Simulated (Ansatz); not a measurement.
A calculation with Ansatz (development build ahead of 0.2.0).

```yaml
crystal:
  periodic: [false, false, false]
  atoms:
    - { symbol: S, position_ang: [-0.00091, -0.00655, -0.55019] }
    - { symbol: O, position_ang: [0.00475, 0.02019, 0.95576] }
basis:
  gaussian: { orbitals: aug-cc-pVDZ }
magnetization:
  spin_polarized: true
  initial_magnetization: 2
hamiltonian:
  xc: hf
correlation:
  method: mp2
  frozen_orbitals: { O: 1, S: 5 }
```

The input is written out in the form of the current development build from the run's settings.

Output:

```yaml
Converged: yes
Reference_energy: -472.36304 hartree
Correlation_energy: -0.31371 hartree
Total_energy: -472.67675 hartree
Spin_squared_of_the_determinant: 2.054
```
